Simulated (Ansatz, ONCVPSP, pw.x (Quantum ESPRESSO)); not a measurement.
platinum (Pt): does the ONCV potential hold in the solid?

ONCVPSP 4.0.1.1 (patched build) input, shortened (lines: element, Z, core and valence counts, functional; n l f; lmax; l rc ep ncon nbas qcut; lloc lpopt rc5 dvloc0; l nproj debl; icmod fcfact rcfact), PBE, scalar-relativistic:

```
  Pt 78.00   10    4        4      upf
    1    0    2.00
    2    0    2.00
    2    1    6.00
    3    0    2.00
    3    1    6.00
    3    2   10.00
    4    0    2.00
    4    1    6.00
    4    2   10.00
    4    3   14.00
    5    0    2.00
    5    1    6.00
    5    2    9.00
    6    0    1.00
    2
    0    1.75    0.00    4    7    7.90
    1    1.60    0.00    3    7    7.30
    2    1.35    0.00    4    8    6.70
    4    5    0.72    0.00
    0    3    2.20
    1    3    3.20
    2    2    1.60
    2    0.25    0.60
```

Atomic tests: cutoffs needed: 20 Ha and 24 Ha (the cutoffs (Ha) at which the residual kinetic energy of the hardest occupied pseudo-wave falls to 1 and 0.1 mHa per electron); ghost test: ghosts flagged at negative energy: s at -240.8 eV; GHOST(+) flagged for p at 192.5 eV, d at 298.5 eV; a true bound ghost makes a file unfit for plane-wave use; largest excitation error: -11 meV (all-electron minus pseudo) for 5s2 5p6 5d7 6s0, out of 4 test configurations.

Crystal test: fcc Pt in pw.x 7.5, no spin, 14³ k-points, Fermi–Dirac smearing 0.01 Ry, cutoffs 60/240 Ry. The reference is all-electron LAPW (Ansatz 0.2.0) with the same functional, mesh and smearing; V0 and B0 come from Birch–Murnaghan fits to the pressures at five volumes. Errors are pseudo minus all-electron; Δ is the rms difference of the E(V) curves that follow from these fits, minima aligned, over ±6 % about the mean V0. Mesh and smearing are coarse, so the numbers serve the comparison and aren't converged zero-temperature values; the lattice is a test structure that the element need not adopt.

| V (Å³/atom) | P all-electron (GPa) | P pseudo (GPa) |
| --- | --- | --- |
| 14.858 | 15.18 | 10.86 |
| 15.249 | 7.27 | 3.42 |
| 15.640 | 0.53 | -2.91 |
| 16.031 | -5.20 | -8.28 |
| 16.422 | -10.06 | -12.84 |

All-electron: a0 = 3.973 Å (V0 = 15.67 Å³/atom), B0 = 245.3 GPa.

Pseudopotential: mean pressure error (GPa): -3.50; a0 (Å): 3.954; a0 error (%): -0.47; B0 error (%): +1.5; Δ (meV/atom): 12.1. Note: ghosts flagged at negative energy: s at -240.8 eV; GHOST(+) flagged for p at 192.5 eV, d at 298.5 eV. A true bound ghost makes a file unfit for plane-wave use.

Question: At the middle volume, how do free energy and pressure move when the wave cutoff is lowered (ecutrho kept at four times it)?

Answer:

| cutoff (Ry) | shift of F (meV/atom) | shift of P (GPa) |
| --- | --- | --- |
| 27 | +4359.8 | -191.02 |
| 36 | +447.5 | -28.74 |
| 48 | +16.4 | -0.51 |

Input at the middle volume:

```
&control
  calculation='scf', prefix='x', pseudo_dir='./', outdir='./tmp', tstress=.true., disk_io='none'
/
&system
  ibrav=0, nat=1, ntyp=1, ecutwfc=60, ecutrho=240, nbnd=17,
  occupations='smearing', smearing='fd', degauss=0.01
/
&electrons
  conv_thr=1e-09, mixing_beta=0.4, electron_maxstep=70
/
ATOMIC_SPECIES
Pt 1.0 Pt.UPF
CELL_PARAMETERS angstrom
  0.00000000 1.98488607 1.98488607
  1.98488607 0.00000000 1.98488607
  1.98488607 1.98488607 0.00000000
ATOMIC_POSITIONS crystal
Pt 0.0000 0.0000 0.0000
K_POINTS automatic
14 14 14 0 0 0
```

```bash
pw.x < Pt.scf.in > Pt.scf.out
```

Lines of the output:

```
Message from routine setup:
     using ibrav=0 with symmetry is DISCOURAGED, use correct ibrav instead
     lattice parameter (alat)  =       5.3046  a.u.
     unit-cell volume          =     105.5440 (a.u.)^3
     number of electrons       =        18.00
     number of Kohn-Sham states=           17
     kinetic-energy cutoff     =      60.0000  Ry
     charge density cutoff     =     240.0000  Ry
     scf convergence threshold =      1.0E-09
     Exchange-correlation= PBE
     number of k points=   104  Fermi-Dirac smearing, width (Ry)=  0.0100
     iteration #  1     ecut=    60.00 Ry     beta= 0.40
     total energy              =    -261.92950627 Ry
     estimated scf accuracy    <       0.08231763 Ry
     iteration #  2     ecut=    60.00 Ry     beta= 0.40
     total energy              =    -261.94141476 Ry
     estimated scf accuracy    <       0.00275916 Ry
     iteration #  3     ecut=    60.00 Ry     beta= 0.40
     c_bands:  1 eigenvalues not converged
     total energy              =    -261.94151304 Ry
     estimated scf accuracy    <       0.00064634 Ry
     iteration #  4     ecut=    60.00 Ry     beta= 0.40
     total energy              =    -261.94155772 Ry
     estimated scf accuracy    <       0.00001327 Ry
     iteration #  5     ecut=    60.00 Ry     beta= 0.40
     total energy              =    -261.94156282 Ry
     estimated scf accuracy    <       0.00000200 Ry
     iteration #  6     ecut=    60.00 Ry     beta= 0.40
     total energy              =    -261.94156300 Ry
     estimated scf accuracy    <       0.00000005 Ry
     iteration #  7     ecut=    60.00 Ry     beta= 0.40
     total energy              =    -261.94156303 Ry
     estimated scf accuracy    <          4.2E-09 Ry
     iteration #  8     ecut=    60.00 Ry     beta= 0.40
     the Fermi energy is    22.3049 ev
!    total energy              =    -261.94156303 Ry
     estimated scf accuracy    <          1.9E-11 Ry
     smearing contrib. (-TS)   =      -0.00678545 Ry
     The total energy is F=E-TS. E is the sum of the following terms:
     one-electron contribution =     -57.46027629 Ry
     hartree contribution      =      40.35505500 Ry
     xc contribution           =     -46.81056717 Ry
     ewald contribution        =    -198.01898911 Ry
     convergence has been achieved in   8 iterations
          total   stress  (Ry/bohr**3)                   (kbar)     P=      -29.11
     Message from routine punch:
     Nothing written, as per user request (disk_io='none')
```

The run at the middle volume (104 k-points, 8 iterations) took about 22 s on one core of a shared host (AMD EPYC 7R43 64-Core Processor, 256 threads, 1004 GiB, load 68).
